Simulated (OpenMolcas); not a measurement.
# doublet [H3S]2+ at 3 levels

We compute a comparison of 3 runs (UHF/STO-3G, U-r2SCAN/STO-3G, USVWN5/STO-3G) of doublet [H3S]2+. 

The results are computed with OpenMolcas 26.06.

1 further run of the same task is left out (set aside as unsound or not needed).

## Step 1: The structure to begin with

The species is [H3S]2+ (4 atoms), meant as a doublet with charge +2. As SMILES of the parent species, `[SH3+]`. Geometry: relaxed at GFN2-xTB. That shape belongs to the parent species and isn't relaxed for this state.

Bond lengths: S1–H2 1.356 Å, S1–H3 1.355 Å, S1–H4 1.355 Å. Angles: H2–S1–H3 93.7°, H2–S1–H4 93.7°, H3–S1–H4 93.7°.

## Step 2: The energy at UHF/STO-3G (run 1)

Contents of test.inp:

```
>>> EXPORT MOLCAS_PRINT=2

&GATEWAY
  BASLIB=$CurrDir
  BASISSET
  S.STO-3G....
  S1 0.301620 -0.100910 -0.445950 angstrom
  End of Basis
  BASISSET
  H.STO-3G....
  H2 0.848020 0.280920 0.734350 angstrom
  H3 -0.494150 -1.037930 0.125030 angstrom
  H4 -0.655500 0.857920 -0.413440 angstrom
  End of Basis

&SEWARD

&SCF
  UHF
  CHARGE=2
  SPIN=2
  THRESHOLDS=1e-10 1e-07 1e-07 1e-05
  PRORBITALS=1 1
```

The basis set STO-3G is read from a file made from the Basis Set Exchange's data (not shown).

Run with:

```console
$ export MOLCAS_MEM=1860
$ pymolcas test.inp > test.log
```

The log of the run:

```text
--- Start Module: gateway ---
[...]
--- Stop Module: gateway /rc=_RC_ALL_IS_WELL_ ---
--- Start Module: seward ---
[...]
      Basis functions           12
--- Stop Module: seward /rc=_RC_ALL_IS_WELL_ ---
--- Start Module: scf ---
[...]
       Convergence after  16 Iterations
[...]
::    Total SCF energy                               -393.9429194585
[...]
      Total spin, S                                     0.5020188614
[...]
      Total electronic charge=   17.000000
      Total            charge=    2.000000
[...]
      Dipole Moment (debye):
      Origin of the operator (angstrom)=    0.2669   -0.0893   -0.3946
                   X= -1.3377E+00               Y=  4.4727E-01               Z=  1.9789E+00           Total=  2.4301E+00
      Center of Charge (angstrom)
[...]
--- Stop Module: scf /rc=_RC_ALL_IS_WELL_ ---
[...]
```

It took 1.9 s on 1 thread of Intel Xeon Platinum 8488C (Sapphire Rapids), shared host; peak memory 0.37 GiB.

## Step 3: A single-point energy at U-r2SCAN/STO-3G (run 2)

Contents of test.inp:

```
* H3S Kohn-Sham DFT

&GATEWAY
 BasLib = $CurrDir
 BasisSet
 S.STO-3G....
 S1 0.301620 -0.100910 -0.445950 angstrom
 End of Basis
 BasisSet
 H.STO-3G....
 H2 0.848020 0.280920 0.734350 angstrom
 H3 -0.494150 -1.037930 0.125030 angstrom
 H4 -0.655500 0.857920 -0.413440 angstrom
 End of Basis

&SEWARD
 GridInput
 Grid=UltraFine
 End of Grid

&SCF
 UHF
 Charge = 2
 Spin = 2
 KSDFT = 2
 1.0 MGGA_X_R2SCAN
 1.0 MGGA_C_R2SCAN
 Thresholds = 1e-10 1e-07 1e-07 1e-05
 PrOrbitals = 1 1
```

The basis set STO-3G is read from a file made from the Basis Set Exchange's data (not shown).

Run with:

```console
$ export MOLCAS_MEM=1860
$ pymolcas test.inp > test.log
```

The log of the run:

```text
--- Start Module: gateway ---
[...]
--- Stop Module: gateway /rc=_RC_ALL_IS_WELL_ ---
--- Start Module: seward ---
[...]
      Basis functions           12
--- Stop Module: seward /rc=_RC_ALL_IS_WELL_ ---
--- Start Module: scf ---
[...]
       Convergence after  13 Iterations
[...]
::    Total KS-DFT energy                            -394.5196382073
[...]
      Total spin, S                                     0.5008446579
[...]
      Total electronic charge=   17.000000
      Total            charge=    2.000000
[...]
      Dipole Moment (debye):
      Origin of the operator (angstrom)=    0.2669   -0.0893   -0.3946
                   X= -1.3626E+00               Y=  4.5565E-01               Z=  2.0155E+00           Total=  2.4752E+00
      Center of Charge (angstrom)
[...]
--- Stop Module: scf /rc=_RC_ALL_IS_WELL_ ---
[...]
```

It took 6 s on 1 thread of Intel Xeon Platinum 8488C (Sapphire Rapids), shared host; peak memory 0.37 GiB.

## Step 4: A single-point energy at USVWN5/STO-3G (run 3)

Contents of test.input:

```
* H3S Kohn-Sham DFT

&GATEWAY
 BasLib = $CurrDir
 BasisSet
 S.STO-3G....
 S1 0.301620 -0.100910 -0.445950 angstrom
 End of Basis
 BasisSet
 H.STO-3G....
 H2 0.848020 0.280920 0.734350 angstrom
 H3 -0.494150 -1.037930 0.125030 angstrom
 H4 -0.655500 0.857920 -0.413440 angstrom
 End of Basis

&SEWARD
 GridInput
 Grid=UltraFine
 End of Grid

&SCF
 UHF
 Charge = 2
 Spin = 2
 KSDFT = SVWN5
 Thresholds = 1e-10 1e-07 1e-07 1e-05
 PrOrbitals = 1 1
```

The basis set STO-3G is read from a file made from the Basis Set Exchange's data (not shown).

Run with:

```console
$ export MOLCAS_MEM=1860
$ pymolcas test.input > test.log
```

The log of the run:

```text
--- Start Module: gateway ---
[...]
--- Stop Module: gateway /rc=_RC_ALL_IS_WELL_ ---
--- Start Module: seward ---
[...]
      Basis functions           12
--- Stop Module: seward /rc=_RC_ALL_IS_WELL_ ---
--- Start Module: scf ---
[...]
       Convergence after  14 Iterations
[...]
::    Total KS-DFT energy                            -393.1014897734
[...]
      Total spin, S                                     0.5003845404
[...]
      Total electronic charge=   17.000000
      Total            charge=    2.000000
[...]
      Dipole Moment (debye):
      Origin of the operator (angstrom)=    0.2669   -0.0893   -0.3946
                   X= -1.4514E+00               Y=  4.8535E-01               Z=  2.1467E+00           Total=  2.6363E+00
      Center of Charge (angstrom)
[...]
--- Stop Module: scf /rc=_RC_ALL_IS_WELL_ ---
[...]
```

It took 3.6 s on 1 thread of Intel Xeon Platinum 8488C (Sapphire Rapids), shared host; peak memory 0.37 GiB.

## Step 5: Overview of the runs

| run | level | integration grid | energy (Eh) | HOMO energy (eV) | LUMO energy (eV) | ⟨S²⟩ | wall time |
| --- | --- | --- | --- | --- | --- | --- | --- |
| 1 | UHF/STO-3G | – | -393.942919 | -33.54 | -18.76 | 0.754 | 1.9 s |
| 2 | U-r2SCAN/STO-3G | UltraFine | -394.519638 | -28.96 | -25.38 | 0.752 | 6 s |
| 3 | USVWN5/STO-3G | UltraFine | -393.101490 | -28.16 | -26.20 | 0.751 | 3.6 s |

## Step 6: Outcome

| quantity | value |
| --- | --- |
| run 3: total energy | -393.10149 Eh |
| run 3: HOMO energy (highest over α and β) | -28.16 eV |
| run 3: LUMO energy (lowest over α and β) | -26.20 eV |
| run 3: ⟨S²⟩ | 0.751 |

Totals of different functionals can't be ranked against each other. In runs 1, 2, 3 the basis is minimal, so the values are rough. All runs together took 12 s, the longest 6 s.
